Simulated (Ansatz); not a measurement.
**BSi (quartet): the correlation ladder, aug-cc-pVDZ**

One table from this session's results is given with a row withheld; the runs are named, their logs left out.

Computed with Ansatz 0.2.0, Gaussian basis. Level: aug-cc-pVDZ, core rule «outside noble gas», up to 6 orbitals frozen.

To be run: UHF; CCSD(T) on ROHF; CCSD(T) on UHF; BCCD(T) on ROHF; CISD; CCSDT(Q) on ROHF; CCSDT(Q) on UHF; CASSCF and MRCISD+Q, 7 electrons in 8 orbitals; CASSCF and NEVPT2, 7 electrons in 8 orbitals.

17 further runs of the same task are left out: 8 that didn't finish, 9 set aside as unsound or not needed.

### The system

The geometry is a PBE0/def2-TZVPD stationary point (not a proven minimum) of the parent state, kept for this charge and spin.

2 atoms, charge 0, spin multiplicity 4.

Atoms are counted from 1 here; the program's logs count them from 0.

Bond lengths: Si1–B2 1.853 Å.

The first run:

File in.yaml:

```yaml
crystal:
  periodic: [false, false, false]
  atoms:
    - {symbol: Si, position_ang: [0.000000, 0.000000, 0.000000]}
    - {symbol: B, position_ang: [0.000000, 0.000000, 1.853300]}
basis:
  gaussian: {orbitals: aug-cc-pVDZ}
magnetization: {spin_polarized: true, initial_magnetization: 3}
hamiltonian: {xc: hf}
output: {orbitals: {seedname: orbitals}}
```

Started as:

```sh
> ansatz run in.yaml --threads 1 --pin off --events-out ev --progress --plain --max-ram 2393MiB
```

Among the steps run: UHF; CCSD(T) on ROHF; CCSD(T) on UHF; BCCD(T) on ROHF; CISD; CCSDT(Q) on ROHF; CCSDT(Q) on UHF; CASSCF and MRCISD+Q, 7 electrons in 8 orbitals; CASSCF and NEVPT2, 7 electrons in 8 orbitals.

One table of the session follows, with a row left open; its other results are not shown here.

```
          method  from UCCSDT(Q) (kJ/mol)
            ROHF                   +397.5
             UHF                   +392.9
            RMP2                   +105.2
            UMP2                        ?
            CISD                    +39.6
           RCCSD                    +26.1
           UCCSD                    +25.9
        RCCSD(T)                     +6.8
        UCCSD(T)                     +6.7
         BCCD(T)                     +6.5
          RCCSDT                     +1.5
          UCCSDT                     +1.5
       RCCSDT(Q)                     +0.1
       UCCSDT(Q)                        0
  CASSCF valence                   +242.4
  NEVPT2 valence                    +60.2
  MRCISD valence                    +15.4
MRCISD+Q valence                     +0.4
```

Estimate the missing values for UMP2.

**Answer.** from UCCSDT(Q) (kJ/mol): +106.3. In the column «from UCCSDT(Q) (kJ/mol)» it lies between RMP2 (+105.2) and CASSCF valence (+242.4).

To keep in mind: Restricted and unrestricted rows rest on different reference determinants; where their highest levels disagree by more than a few hundredths of an eV, they describe different states and don't form one ladder.
